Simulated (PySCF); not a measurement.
Cost of one run: geometry optimisation, `[C-]#[N+]C=C=C=C`.

Method: PBE0-D3(BJ)/def2-TZVP geometry optimisation, gas phase (PySCF 2.14.0). Work: geometry optimisation from a GFN2-xTB start, density fitting. The input is one job of a driver script: a line of settings, then coordinates in Å.

Input:
```
{"job": {"xc": "PBE0", "basis": "def2-TZVP", "d3": "d3bj", "grid": 2, "kind": "geom"}, "charge": 0, "multiplicity": 1}
C     -3.048954     1.303897    -0.917525
N     -2.336530     0.530452    -0.407069
C     -1.524988    -0.372321     0.187634
C     -0.210230    -0.262696     0.158061
C      1.036008    -0.119453     0.104613
C      2.337766     0.002974     0.065258
H     -2.029863    -1.190883     0.687294
H      2.805168     0.830130    -0.443672
H      2.985184    -0.716105     0.540227
```

Hardware: Arm Neoverse V2, one thread, on a shared host. PySCF's memory limit was set to 1600 MB.

Task: How large is the basis?

Result: 204 functions.

Task: Which is nearest to the wall time?
A. 7.0 s
B. 7.4 min
C. 56 s

Result: C. The run took 56 s. The run took 6 energy-and-gradient evaluations and 46 SCF cycles, 9.3 s an evaluation on average.

Task: How much memory does it need at the peak?

Result: About 0.81 GiB. Peak memory is the resident size of the whole Python process, interpreter and libraries included.

The output:
```
step   0  E = -246.72706322  max force = 0.008827
step   1  E = -246.72749955  max force = 0.002150
step   2  E = -246.72751708  max force = 0.001601
step   3  E = -246.72753900  max force = 0.000818
step   4  E = -246.72754455  max force = 0.000578
step   5  E = -246.72754919  max force = 0.000327
optimisation converged
```

Energies in Eh; «max force» is the largest Cartesian gradient component in Eh/bohr.

Times come from a shared host and carry two figures at best.

The run converged: final energy -246.72755 Eh after 5 steps; dipole 3.99 D.
